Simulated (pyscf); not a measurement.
Elementary routes open to H₂N–Si:–OH [singlet] in the gas phase (singlet surface):
A. silicon monoxide (O=Si:) [singlet] + ammonia (NH₃) (N–Si, H–O broken; H–N formed)
B. HN=Si: [singlet] + water (H₂O) (H–N, O–Si broken; H–O formed)

PySCF, gas phase, ωB97X-D3(BJ)/def2-SVP geometries. Correlated levels are frozen-core, on RHF or UHF. ΔMP2 is the change of the MP2 total energy from the triple- to the quadruple-zeta basis.

Q: Rank the routes by free-energy barrier at 600 K, lowest first, for CCSD(T)/def2-TZVPP + ΔMP2(QZVPP) energies (ideal gas, 1 atm, RRHO with modes under 100 cm⁻¹ raised to 100, one conformer, R ln 2 for chiral ones without a mode under 150 cm⁻¹).

A: A (1.61 eV), B (2.15 eV)

Route A is the fastest of these, ahead of the next by 0.54 eV. The most stable products are those of A (ΔG = +0.45 eV), so kinetics and thermodynamics agree. At 1200 K A is still the fastest. A: On the reactant side the descent ends in a point that may be a rotor saddle (no frequency run), 0.08 eV over the lowest minimum found and 1.61 eV under the saddle at ωB97X-D3(BJ)/def2-TZVP. On the product side the descent ends in a bound adduct, 0.50 eV under the separated species and 0.71 eV under the saddle at ωB97X-D3(BJ)/def2-TZVP. B: On the product side the descent ends in a complex, 0.20 eV under the separated species and 0.22 eV under the saddle at ωB97X-D3(BJ)/def2-TZVP. Only these routes are compared; each barrier is that of the saddle found, and lower ones may exist. The CCSD(T) − MP2 part came from Ansatz, without density fitting, on the same reference.
